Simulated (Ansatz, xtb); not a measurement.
**C3H5FO: which of two isomers lies lower**

Structure X is `C[C@H](F)C=O`, a singlet and structure Y is `CCC(=O)F`, a singlet. Both are isolated molecules in the gas phase, relaxed with B3LYP/def2-SVP, each in the lowest conformer that the search found.

Problem. Which of the two would you expect CCSD(T)/def2-SVP + ΔMP2/def2-TZVPP electronic energies to favour?

Solution. Structure Y; the calculation gives E(Y) − E(X) = −21.0 kcal/mol.

How the difference moves with the method:

```
                             level        geometry  E(Y) − E(X) (kcal/mol)  departure from the last row (kcal/mol)  job, with rough time for the two
                          GFN2-xTB        GFN2-xTB                     −18.5                                    +2.5              optimisation, 0.25 s
                         HF/STO-3G        GFN2-xTB                     −17.7                                    +3.2              single point, 0.93 s
                r2SCAN-D4/def2-SVP        GFN2-xTB                     −24.8                                    −3.8               single point, 4.1 s
                    B3LYP/def2-SVP  B3LYP/def2-SVP                     −22.5                                    −1.5                optimisation, 59 s
                       HF/def2-SVP  B3LYP/def2-SVP                     −21.0                                     0.0           part of the CCSD(T) run
                      MP2/def2-SVP  B3LYP/def2-SVP                     −24.2                                    −3.2           part of the CCSD(T) run
                  CCSD(T)/def2-SVP  B3LYP/def2-SVP                     −22.3                                    −1.3                      single point
CCSD(T)/def2-SVP + ΔMP2/def2-TZVPP  B3LYP/def2-SVP                     −21.0                                                        single point, 25 s
```

As drawn, both hold the same kinds of bond in the same numbers.

None of the levels shown reverses the order. The largest departure from CCSD(T)/def2-SVP + ΔMP2/def2-TZVPP is that of r2SCAN-D4/def2-SVP, 3.8 kcal/mol. The last row adds to CCSD(T) the change of the MP2 difference between the two basis sets, here +1.3 kcal/mol.

With harmonic frequencies from B3LYP/def2-SVP (ideal gas, rigid rotor, one conformer each, 298.15 K, 1 atm): on the last row, ΔE + ΔZPE = −20.3, ΔH = −20.4, ΔG = −20.3 kcal/mol.

The correlated steps freeze 5 core orbitals. Mirror images aren't counted in ΔG. Run with Ansatz 0.2.0, xtb 6.7.1; the last row on 2 threads of Intel(R) Xeon(R) Processor on a shared host.
